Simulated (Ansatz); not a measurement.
# CClF₂+: single points off equilibrium

The task here is to estimate one member of a computed series from the others.

Program: Ansatz 0.2.0, Gaussian basis. Level of theory: single points in def2-TZVPP. These are calculated values, not measurements.

Cores are frozen in the correlated methods.

## Where the work starts

SMILES `F[C+](F)Cl`, 4 atoms, charge 1, spin multiplicity 1.

Atoms are counted from 1 here; the program's logs count them from 0.

Bond lengths: F1–C2 1.317 Å, C2–F3 1.334 Å, C2–Cl4 1.589 Å. Angles: F1–C2–F3 108.8°, F1–C2–Cl4 122.8°, F3–C2–Cl4 126.6°.

Geometry (Å):

```
F    -1.05400   -0.75280   -0.27350
C     0.04020   -0.06020   -0.03200
F     0.74040   -0.68170    0.91770
Cl    0.24050    1.43440   -0.53330
```

The first run:

The input, run/in.yaml:

```yaml
crystal:
  periodic: [false, false, false]
  atoms:
    - {symbol: F, position_ang: [-1.054000, -0.752800, -0.273500]}
    - {symbol: C, position_ang: [0.040200, -0.060200, -0.032000]}
    - {symbol: F, position_ang: [0.740400, -0.681700, 0.917700]}
    - {symbol: Cl, position_ang: [0.240500, 1.434400, -0.533300]}
basis:
  gaussian: {orbitals: def2-TZVPP}
total_charge: 1
correlation: {method: ccsd_t}
output: {forces: true}
```

The command line of these runs was not kept.

Steps of the session up to this table: CCSD(T)/def2-TZVPP; PBE0-D4/def2-TZVPP; wB97M-V/def2-TZVPP; r2SCAN-D4/def2-TZVPP; PBE-D4/def2-TZVPP; HSE06-D4/def2-TZVPP; BLYP-D4/def2-TZVPP.

One table of the session follows, with a row left open; its other results are not shown here.

```
   method  RMS force component (eV/Å)  angle to CCSD(T) forces (°)
  CCSD(T)                       2.174                    reference
  PBE0-D4                       2.267                          3.9
  wB97M-V                           ?                            ?
r2SCAN-D4                       2.038                          1.7
   PBE-D4                       1.791                          5.6
 HSE06-D4                       2.267                          3.7
  BLYP-D4                       1.689                         10.9
```

Estimate the missing values for wB97M-V.

**Answer.** RMS force component (eV/Å): 2.202; angle to CCSD(T) forces (°): 2.2. In the column «RMS force component (eV/Å)» it lies between CCSD(T) (2.174) and PBE0-D4 (2.267).
